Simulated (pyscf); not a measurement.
Elementary routes open to HO–SiH•–F (SMILES O[SiH]F) + H₂ (SMILES [H][H]) in the gas phase (doublet surface):
A. F–SiH₂• (SMILES F[SiH2]) + H₂O (SMILES O) (O–Si, H–H broken; H–Si, H–O formed)
B. HO–SiH₂–F (SMILES O[SiH2]F) + H• (SMILES [H]) (H–H broken; H–Si formed)

Optimised with ωB97X-D3(BJ)/def2-SVP in PySCF.

Problem. Rank the routes by free-energy barrier at 298 K, lowest first, for ωB97M-D3(BJ)/def2-TZVP energies (ideal gas, 1 atm, RRHO with modes under 100 cm⁻¹ raised to 100, one conformer, R ln 2 for chiral ones without a mode under 150 cm⁻¹).

Solution. B (0.85 eV), A (2.31 eV)

Route B is the fastest of these, ahead of the next by 1.46 eV. The most stable products are those of B (ΔG = +0.37 eV), so kinetics and thermodynamics agree. At 1200 K B is still the fastest. Only these routes are compared; each barrier is that of the saddle found, and lower ones may exist.
